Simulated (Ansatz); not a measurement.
```yaml
crystal:
  periodic: [false, false, false]
  atoms:
    - {symbol: Ge, position_ang: [-0.725525, -0.067021, 0.006552]}
    - {symbol: Al, position_ang: [1.767453, 0.103732, -0.016018]}
    - {symbol: H, position_ang: [-0.371740, 1.528796, 0.004866]}
    - {symbol: H, position_ang: [2.455482, 1.512998, -0.020932]}
    - {symbol: H, position_ang: [2.890298, -0.988509, -0.027313]}
basis:
  gaussian: {orbitals: def2-TZVP}
hamiltonian: {xc: pbe0}
relax: {f_tol: 0.004, max_steps: 80}
```

```sh
$ ansatz run in.yaml --threads 1 --pin off --events-out ev --progress --plain --max-ram 2176MiB
```

Steps of the relaxation (energy above the last step; positions in Å, forces in eV/Å):

```
5
step 1, 193.6 meV
Ge   -0.726   -0.067    0.007   -0.525    0.382    0.005
Al    1.767    0.104   -0.016    0.760   -0.018   -0.007
H    -0.372    1.529    0.005   -0.442   -0.284    0.004
H     2.455    1.513   -0.021    0.055    0.449    0.000
H     2.890   -0.989   -0.027    0.152   -0.529   -0.002
```

```
5
step 2, 43.7 meV
Ge   -0.736   -0.033    0.007    0.128    0.147   -0.001
Al    1.888    0.093   -0.017   -0.091    0.095    0.001
H    -0.563    1.571    0.007   -0.168   -0.174    0.001
H     2.492    1.567   -0.021    0.147   -0.004   -0.001
H     2.935   -1.107   -0.028   -0.016   -0.064    0.000
```

```
5
step 3, 19.1 meV
Ge   -0.732   -0.040    0.007    0.204    0.067   -0.002
Al    1.909    0.122   -0.017   -0.087    0.064    0.001
H    -0.659    1.561    0.008   -0.104   -0.066    0.001
H     2.587    1.572   -0.022    0.044   -0.078    0.000
H     2.912   -1.125   -0.028   -0.058    0.013    0.001
```

```
5
step 4, 13.4 meV
Ge   -0.629   -0.033    0.006   -0.334   -0.079    0.003
Al    1.951    0.167   -0.018    0.001    0.121    0.000
H    -0.859    1.550    0.009    0.128   -0.057   -0.001
H     2.715    1.556   -0.023    0.145    0.092   -0.001
H     2.838   -1.150   -0.027    0.060   -0.077   -0.001
```

```
5
step 7, 0.0 meV
Ge   -0.677   -0.051    0.006    0.001   -0.001    0.000
Al    1.935    0.177   -0.017   -0.001   -0.002    0.000
H    -0.811    1.539    0.009    0.000    0.000    0.000
H     2.728    1.562   -0.023    0.002    0.002    0.000
H     2.841   -1.138   -0.027   -0.001    0.001    0.000
```

Close pairs at the end: Ge1–H3 1.596 Å, Al2–H4 1.596 Å, Al2–H5 1.597 Å, Ge1–Al2 2.623 Å.

A stationary point of restricted PBE0 after 7 steps (its stability towards spin polarisation wasn't tested); no frequencies were run, so it isn't proven a minimum. 21 s on 1 thread of Arm Neoverse V1, shared host.
